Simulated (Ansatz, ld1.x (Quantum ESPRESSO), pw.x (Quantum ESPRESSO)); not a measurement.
## From atom to crystal: TM potential for Ba

Ba, norm-conserving Troullier–Martins (Kleinman–Bylander form), made with ld1.x (Quantum ESPRESSO) 7.5 (LDA (PW92), scalar-relativistic). Core [Xe], reference 5d0 6s2 6p0. Waves: 6p (bound, empty): rc 4.20 bohr; 5d (bound, empty): rc 3.55 bohr; 6s (bound): rc 3.75 bohr. Local part: the s channel. Core correction: Bessel-smoothed model core inside 2.72 bohr.

Crystal test: sc Ba in pw.x 7.5, no spin, 9³ k-points, Fermi–Dirac smearing 0.01 Ry, cutoffs 50/200 Ry. The reference is all-electron LAPW (Ansatz 0.2.0) with the same functional, mesh and smearing; V0 and B0 come from Birch–Murnaghan fits to the pressures at five volumes. Errors are pseudo minus all-electron; Δ is the rms difference of the E(V) curves that follow from these fits, minima aligned, over ±6 % about the mean V0. Mesh and smearing are coarse, so the numbers serve the comparison and aren't converged zero-temperature values; the lattice is a test structure that the element need not adopt.

```
V (Å³/atom)  P all-electron (GPa)  P pseudo (GPa)
     48.139                  0.55            0.74
     49.406                  0.30            0.53
     50.673                  0.07            0.33
     51.940                 -0.14            0.14
     53.207                 -0.32           -0.03
```

All-electron: a0 = 3.711 Å (V0 = 51.10 Å³/atom), B0 = 8.5 GPa.

Pseudopotential: mean pressure error (GPa): +0.25; a0 (Å): 3.755; a0 error (%): +1.20; B0 error (%): -16.5; Δ (meV/atom): 3.1. The largest radius (4.20 bohr) exceeds half the bond length (3.50 bohr), so the spheres overlap, which is one possible source of error among others. This is a poor potential for the solid.

At the middle volume, how do free energy and pressure move when the wave cutoff is lowered (ecutrho kept at four times it)?

```csv
cutoff (Ry),shift of F (meV/atom),shift of P (GPa)
22,+0.1,-0.00
30,+0.0,+0.00
40,+0.0,+0.00
```

The run at the middle volume (35 k-points, 6 iterations) took about 2.7 s on one core of a shared host (Neoverse-V2, 96 threads, 742 GiB, load 37).
